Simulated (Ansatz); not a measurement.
Reaction: C2H7B (dimethylborane, SMILES CBC) → CH4B (SMILES [BH]C, doublet) + CH3 (SMILES [CH3], doublet) (the B-C bond breaks)
Each species at its own B3LYP-D3(BJ)/def2-TZVP minimum (Ansatz, an electronic-structure program).

Total energies in hartree (Ansatz). Open shells are spin-unrestricted; no spin-orbit coupling. Cores are frozen in correlated methods. No relativity.

| species | HF/cc-pVTZ | CCSD(T)/cc-pVTZ | HF/cc-pVQZ | CCSD(T)/cc-pVQZ | CCSD(T)/cc-pVDZ | CCSDT(Q)/cc-pVDZ |
|---|---|---|---|---|---|---|
| 1: C2H7B (SMILES B(C)C) | -104.53213 | -105.05542 | -104.53884 | -105.08646 | -104.93908 | -104.94057 |
| 2: CH4B (SMILES C[BH], doublet) | -64.82765 | -65.12337 | -64.83179 | -65.14141 | -65.05676 | -65.05775 |
| 3: CH3 (SMILES [CH3], doublet) | -39.57748 | -39.76098 | -39.58026 | -39.77245 | -39.71583 | -39.71634 |

**Question.** Work out the bond dissociation energy (electronic) in kcal/mol: take Hartree-Fock from cc-pVQZ, extrapolate the CCSD(T) correlation energy as X^-3 (X = 3, 4), and add CCSDT(Q) - CCSD(T) in cc-pVDZ. 1 hartree = 627.51 kcal/mol.

**Answer.** 
Species 1: correlation (64·(-0.54762) - 27·(-0.52329))/37 = -0.56537; step -0.00149; E1 = -104.53884 + (-0.56537) + (-0.00149) = -105.10570
Species 2: correlation (64·(-0.30962) - 27·(-0.29572))/37 = -0.31976; step -0.00099; E2 = -64.83179 + (-0.31976) + (-0.00099) = -65.15254
Species 3: correlation (64·(-0.19219) - 27·(-0.18350))/37 = -0.19853; step -0.00051; E3 = -39.58026 + (-0.19853) + (-0.00051) = -39.77930
-1·E1 +1·E2 +1·E3 = 0.17386 hartree = 109.1 kcal/mol.
